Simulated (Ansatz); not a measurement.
A cut through the energy surface

BH2 (SMILES [BH2]), doublet, at its PBE0-D4/def2-TZVP minimum:

| atom | x (Å) | y (Å) | z (Å) |
| --- | --- | --- | --- |
| B1 | 0.2647 | -0.1674 | 0.1295 |
| H2 | 0.2924 | 1.0151 | 0.2710 |
| H3 | -0.5571 | -0.8477 | -0.4006 |

The bond length B1–H3 (1.191 Å at the minimum) is set to the values below, the two halves moving rigidly along the bond. Each method's energies count from its own value at the PBE0-D4 minimum structure. Ansatz 0.2.0; basis: def2-TZVPP; cores frozen in the correlated methods; orbitals are unrestricted. B3LYP uses VWN-RPA correlation.

CCSD(T) energies along the scan:
```json
{"bond length (Å)": "0.977", "CCSD(T) (kcal/mol)": "18.40"}
{"bond length (Å)": "1.027", "CCSD(T) (kcal/mol)": "9.76"}
{"bond length (Å)": "1.101", "CCSD(T) (kcal/mol)": "2.50"}
{"bond length (Å)": "1.187", "CCSD(T) (kcal/mol)": "0.00"}
{"bond length (Å)": "1.282", "CCSD(T) (kcal/mol)": "2.11"}
{"bond length (Å)": "1.384", "CCSD(T) (kcal/mol)": "7.85"}
{"bond length (Å)": "1.493", "CCSD(T) (kcal/mol)": "16.18"}
{"bond length (Å)": "1.608", "CCSD(T) (kcal/mol)": "26.04"}
{"bond length (Å)": "1.727", "CCSD(T) (kcal/mol)": "36.44"}
```
They count from the CCSD(T) energy at the PBE0-D4 minimum.

Minimum and curvature along this coordinate at CCSD(T): A fifth-order fit through the nearest points gives 1.188 Å, with a curvature of about 24 eV/Å².

Question: Treat the two halves as rigid bodies and work out the harmonic wavenumber of this stretch from that curvature (ν̃ = 521.5 √(k/μ) cm⁻¹ with k in eV/Å² and μ in u).

Answer: The halves weigh 11.82 and 1.01 u, so μ = 11.82 × 1.01/12.83 = 0.930 u and ν̃ = 521.5 √(24/0.930) ≈ 2600 cm⁻¹. A true normal mode mixes in other motions, so this is a guide only.

Largest difference from the CCSD(T) curve over the scan: r2SCAN-D4 0.15; PBE0-D4 0.30; B3LYP-D4 0.60 kcal/mol. Each curve counts from its own value at the minimum.

No T1 diagnostic of these runs exceeds 0.020. ⟨S²⟩ of the unrestricted Hartree–Fock references: 0.75 to 0.76 (a pure state has 0.75).

For scale, one of the runs: CCSD(T)/def2-TZVPP, 59 basis functions (an equivalent command: `ansatz run in.yaml --threads 2`). Hardware: 2 CPU threads, shared host. Wall time about 0.45 s.
